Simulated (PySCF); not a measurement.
## Worked example: dipole moment from atomic charges

hydrogen sulfide (H2S), SMILES S. Atoms are numbered in the order given.

```xyz
3

S      0.0000     0.0000     0.1033
H      0.0000    -0.9673    -0.8265
H      0.0000     0.9673    -0.8265
```
Charge 0, spin multiplicity 1.

Geometry: PBE0-D3(BJ)/def2-TZVPD.

Charges (e) from PySCF with PBE/def2-TZVPD:

```csv
atom,ESP fit,IAO
S1,-0.291,-0.224
H2,0.146,0.112
H3,0.146,0.112
```

The dipole moment of the full density is 0.98 D.

Task: What dipole moment does each set of point charges give, and which comes closer to that of the density?

Result: 
μ = Σ q r, and 1 e Å = 4.8032 D.
ESP fit: Σ q r = (0.000, 0.000, -0.271) e Å, |μ| = 1.30 D.
IAO: Σ q r = (0.000, 0.000, -0.208) e Å, |μ| = 1.00 D.
IAO comes closer in size. Point charges leave out the atoms' own dipoles (lone pairs, polarised bonds); fits to the potential absorb them, partitions of the density don't.
